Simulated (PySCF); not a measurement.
F₃N, SMILES FN(F)F.

The structure is a stationary point at B3LYP-D3(BJ)/def2-TZVP.

These are r2SCAN/def2-TZVPD (PySCF) values and carry that method's errors.

Symmetry labels are those of the subgroup Cs that the program uses (full group C3v).

Computed valence orbital energies around the gap with their symmetry:
```
orbital  symmetry  energy (eV)
-------  --------  -----------
HOMO−7         A'       -16.43
HOMO−6         A'       -14.85
HOMO−5         A'       -12.42
HOMO−4         A"       -12.42
HOMO−3         A"       -11.26
HOMO−2         A'       -11.26
HOMO−1         A"       -10.84
HOMO           A'        -8.98
LUMO           A'        -0.96
LUMO+1         A"        -0.84
LUMO+2         A'        -0.84
LUMO+3         A'         1.33
```
